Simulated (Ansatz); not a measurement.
# FHOSi (SMILES O[Si]F): energies and forces away from the minimum

The task here is to estimate one member of a computed series from the others.

Computed with Ansatz 0.2.0, Gaussian basis. Level: single points with forces in def2-TZVPP.

Levels: PBE-D4, r2SCAN-D4, PBE0-D4, wB97M-V, Hartree-Fock, MP2, CCSD, CCSD(T). Each coordinate is moved by a Gaussian draw of the width named (0.7 of it for atoms other than hydrogen): 0.04, 0.06, 0.02, 0.06 Å.

Correlated methods freeze the cores.

11 further runs of the same task are left out: 11 set aside as unsound or not needed.

### Where the work starts

The minimum, relaxed at PBE0-D4: SMILES `O[Si]F`, 4 atoms, charge 0, spin multiplicity 1.

Atoms are counted from 1 here; the program's logs count them from 0.

Bond lengths: O1–Si2 1.637 Å, O1–H4 0.963 Å, Si2–F3 1.620 Å. Angles: Si2–O1–H4 120.3°, O1–Si2–F3 101.6°.

Coordinates:

| atom | x (Å) | y (Å) | z (Å) |
| --- | --- | --- | --- |
| O1 | -0.57258 | 0.75595 | -0.18770 |
| Si2 | 0.29099 | 0.04249 | 1.00631 |
| F3 | 0.92400 | -1.23226 | 0.23260 |
| H4 | -0.58691 | 0.37352 | -1.07150 |

Energies of the minimum (eV), from earlier single points: PBE-D4 -12653.73432, r2SCAN-D4 -12659.49682, PBE0-D4 -12654.29271, B3LYP-D4 -12663.11027, wB97M-V -12660.89535, CCSD(T) -12642.84206.

Set-up of the first run:

ccsdt-tzvpp/in.yaml

```yaml
crystal:
  periodic: [false, false, false]
  atoms:
    - {symbol: O, position_ang: [-0.608264, 0.767512, -0.195822]}
    - {symbol: Si, position_ang: [0.271585, 0.076136, 0.991242]}
    - {symbol: F, position_ang: [0.954173, -1.202457, 0.230650]}
    - {symbol: H, position_ang: [-0.601585, 0.423538, -1.093322]}
basis:
  gaussian: {orbitals: def2-TZVPP}
correlation: {method: ccsd_t}
output: {forces: true}
```

No record of the launch command was kept for these runs.

Steps of the session up to this table: Structure 1, width 0.04 Å; Structure 2, width 0.06 Å; Structure 3, width 0.02 Å; Structure 4, width 0.06 Å.

One table of the session follows, with a row left open; its other results are not shown here.

```
   method  RMS force component (eV/Å)  angle to CCSD(T) forces (°)  dipole (D)
   PBE-D4                       0.513                         37.6        0.52
r2SCAN-D4                           ?                            ?           ?
  PBE0-D4                       0.639                          5.4        0.45
  wB97M-V                       0.588                          9.3        0.32
  CCSD(T)                       0.619                    reference        0.39
```

**Question.** Estimate the row for r2SCAN-D4.

**Answer.** RMS force component (eV/Å): 0.612; angle to CCSD(T) forces (°): 6.3; dipole (D): 0.59. In the column «RMS force component (eV/Å)» it lies between wB97M-V (0.588) and CCSD(T) (0.619).
